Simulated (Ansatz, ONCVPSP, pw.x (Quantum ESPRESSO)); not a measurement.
## Equation-of-state test of one ONCV potential (nickel)

ONCVPSP 4.0.1.1 (patched build) input, shortened (lines: element, Z, core and valence counts, functional; n l f; lmax; l rc ep ncon nbas qcut; lloc lpopt rc5 dvloc0; l nproj debl; icmod fcfact rcfact), PBEsol, scalar-relativistic:

```
  Ni 28.00    5    2  -116133      upf
    1    0    2.00
    2    0    2.00
    2    1    6.00
    3    0    2.00
    3    1    6.00
    3    2    8.00
    4    0    2.00
    2
    0    2.35    0.00    4    7    3.30
    1    2.30    0.20    5    9    3.90
    2    1.50    0.00    4    9   14.00
    4    3    1.25    1.00
    0    1    1.80
    1    2    1.90
    2    3    3.20
    0    0.00    0.00
```

In the p channel the program set the typed energies aside and used 0.050, 1.950 Ha.

Atomic tests: cutoffs needed: 62 Ha and 71 Ha (the cutoffs (Ha) at which the residual kinetic energy of the hardest occupied pseudo-wave falls to 1 and 0.1 mHa per electron); ghost test: no bound ghost flagged; GHOST(+) flagged for s at 4.6 eV; largest excitation error: +71 meV (all-electron minus pseudo) for 3d7 4s0, out of 4 test configurations.

Crystal test: fcc Ni in pw.x 7.5, no spin, 16³ k-points, Fermi–Dirac smearing 0.01 Ry, cutoffs 165/660 Ry. The reference is all-electron LAPW (Ansatz 0.2.0) with the same functional, mesh and smearing; V0 and B0 come from Birch–Murnaghan fits to the pressures at five volumes. Errors are pseudo minus all-electron; Δ is the rms difference of the E(V) curves that follow from these fits, minima aligned, over ±6 % about the mean V0. Mesh and smearing are coarse, so the numbers serve the comparison and aren't converged zero-temperature values; the lattice is a test structure that the element need not adopt. Spin polarisation and strong correlation are left out, which matters for this element.

```json
{"V (Å³/atom)": "9.887", "P all-electron (GPa)": "12.41", "P pseudo (GPa)": "11.33"}
{"V (Å³/atom)": "10.147", "P all-electron (GPa)": "5.34", "P pseudo (GPa)": "4.30"}
{"V (Å³/atom)": "10.407", "P all-electron (GPa)": "-0.77", "P pseudo (GPa)": "-1.79"}
{"V (Å³/atom)": "10.667", "P all-electron (GPa)": "-6.04", "P pseudo (GPa)": "-6.99"}
{"V (Å³/atom)": "10.927", "P all-electron (GPa)": "-10.59", "P pseudo (GPa)": "-11.52"}
```

All-electron: a0 = 3.462 Å (V0 = 10.37 Å³/atom), B0 = 230.4 GPa.

Pseudopotential: mean pressure error (GPa): -1.00; a0 (Å): 3.457; a0 error (%): -0.14; B0 error (%): +1.5; Δ (meV/atom): 2.3. The generator flags a localised state at positive energy (s at 5 eV).

**Question.** At the middle volume, how do free energy and pressure move when the wave cutoff is lowered (ecutrho kept at four times it)?

**Answer.**

```
cutoff (Ry)  shift of F (meV/atom)  shift of P (GPa)
         74               +16981.3           -914.30
         99                +2307.5           -212.06
        132                  +66.9            -11.22
```

The run at the middle volume (145 k-points, 6 iterations) took about 53 s on one core of a shared host (Intel(R) Xeon(R) Platinum 8259CL CPU @ 2.50GHz, 96 threads, 755 GiB, load 59).
